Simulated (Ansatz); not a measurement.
How methods differ on BH2O (SMILES [BH]O)

The species is BH2O (4 atoms), meant as a doublet with charge 0. As SMILES, `[BH]O`. The coordinates come from a PBE0-D4/def2-TZVP relaxation.

```xyz
4

B    -0.0061   -0.4855    0.3883
O     0.1197    0.5445   -0.4486
H    -1.0642   -1.0324    0.5403
H     1.0061    0.9132   -0.5003
```

Quantity: the energy change with the B1–H3 bond stretched from 1.201 to 1.801 Å, in eV. The values are calculated.

```tsv
level	kind	program	value (eV)	less FCI/STO-3G	CPU time (all runs)
UHF/STO-3G	Hartree–Fock	Ansatz	2.92	+0.57	0.08 s
USVWN5/STO-3G	LDA	Ansatz	2.39	+0.04	0.98 s
U-revPBE/STO-3G	GGA	Ansatz	2.24	-0.11	1.6 s
UBLYP/STO-3G	GGA	Ansatz	2.19	-0.16	1.5 s
U-r2SCAN/STO-3G	meta-GGA	Ansatz	2.44	+0.09	3.9 s
UBHLYP/STO-3G	global hybrid	Ansatz	2.70	+0.35	1.5 s
U-wB97M-V/STO-3G	range-separated hybrid	Ansatz	2.52	+0.17	19 s
UB2PLYP/STO-3G	double hybrid	Ansatz	2.58	+0.23	1.8 s
UCCSDT(Q)/STO-3G	coupled cluster or CI	Ansatz	2.35	0.00	0.82 s
FCI/STO-3G	exact in the basis	Ansatz	2.35	0.00	0.7 s
```

FCI/STO-3G is exact within its basis and frozen core, so for wave-function methods in that basis the difference is their error; functionals converge differently with the basis, so for them it is only a difference. The first shape isn't each level's own minimum. The values span 2.19 to 2.92 eV. Spin contamination of the reference (⟨S²⟩ at least 0.1 too high) touches UHF/STO-3G, UCCSDT(Q)/STO-3G. All rows use very small basis sets, so none should be taken for the real molecule's value. In so small a basis fixed costs decide the times, and correlated methods can beat functionals. Times are those of the runs behind each value, whatever else they computed, on shared processors of several kinds: orders of magnitude only.
